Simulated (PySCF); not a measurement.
# The bond of SF+, level by level

One job finds the state of SF+, follows it along the bond with each method and fits the curves.

Method: S def2-TZVPPD, F def2-TZVPPD, no relativity; program: PySCF 2.14.0.

### 1 The job

The job is set up so:

```
atoms                         : S, F
charge                        : 1
basis                         : S def2-TZVPPD, F def2-TZVPPD
Hamiltonian                   : no relativity
basis functions               : 91
electrons treated             : 24
masses in u                   : 31.9721, 18.9984
levels                        : PBE0, PBE, r²SCAN, MN15, r²SCAN0, TPSSh, BHandHLYP, BLYP, HSE06, HF, MP2, SCS-MP2, CCSD, CCSD(T)
grid                          : 80 radial by 434 angular points
occupations                   : held fixed by the projection of orbital angular momentum
dissociation limit            : S+ + F, each in its ground configuration
starting distance in angstrom : 1.700
values of 2S to try           : 0, 2, 4
```

Command:

```sh
$ OMP_NUM_THREADS=2 python dia.py task.json out
```

Further steps of the session: PBE0 along the bond; Excited determinants; PBE (GGA); r²SCAN (meta-GGA); MN15 (hybrid meta-GGA); r²SCAN0; TPSSh; BHandHLYP; BLYP (GGA); HSE06 (range-separated hybrid); UHF (mean field); Correlated methods on the Hartree–Fock reference.

Q: Predict the outcome of this session. Wanted: for each run, Re; ωe; De; μ.

**Answer**, as computed:

Lowest PBE0 solution found, without spin–orbit coupling: ³Σ⁻ (triplet), unpaired electrons π ↑↑. State 2 has its PBE0 minimum 0.38 eV higher, as a spin-mixed determinant (⟨S²⟩ = 1.01), so this is no gap between pure states. The other levels ran on the lowest alone.

```tsv
level	Re (Å)	ωe (cm⁻¹)	De (eV)	μ (D)
UHF	1.476	1130	1.67	-2.51
UHF-MP2	1.508	1044	3.73	n/a
UHF-SCS-MP2	1.509	1034	3.60	n/a
UHF-CCSD	1.505	1044	3.35	n/a
UHF-CCSD(T)	1.514	1014	3.55	n/a
PBE	1.531	974	4.52	-2.09
BLYP	1.541	942	4.37	-2.18
r²SCAN	1.514	1016	4.14	-2.11
TPSSh	1.517	1012	4.08	-2.14
PBE0	1.505	1048	4.01	-2.19
r²SCAN0	1.496	1070	3.76	-2.20
HSE06	1.506	1042	3.99	-2.20
MN15	1.494	1080	4.08	-2.19
BHandHLYP	1.491	1083	3.49	-2.35
```

De is counted to S+ + F in their ground configurations. A positive dipole points from S to F; in an ion it is taken about the centre of mass and does not tell which atom is negative.

Differences from CCSD(T) in the same basis:

```tsv
level	Re (mÅ)	ωe (%)
UHF	-37	+11.4
UHF-MP2	-5	+2.9
UHF-SCS-MP2	-5	+2.0
UHF-CCSD	-9	+2.9
PBE	+17	-4.0
BLYP	+27	-7.1
r²SCAN	0	+0.2
TPSSh	+3	-0.2
PBE0	-9	+3.3
r²SCAN0	-18	+5.5
HSE06	-8	+2.8
MN15	-19	+6.4
BHandHLYP	-23	+6.8
```

**Reading.** Judged by CCSD(T) in the same basis: best bond length r²SCAN (0 mÅ), worst UHF (-37 mÅ); best wavenumber r²SCAN and TPSSh (0.2 % off), worst UHF (+11.4 %). Hartree–Fock falls on the short and stiff side, its usual fault. PBE has the long and soft bond that GGAs tend to give. Of the levels with a De here, UHF gives the least (1.67 eV) and PBE the most (4.52 eV).

Correlated steps freeze 6 core orbitals.
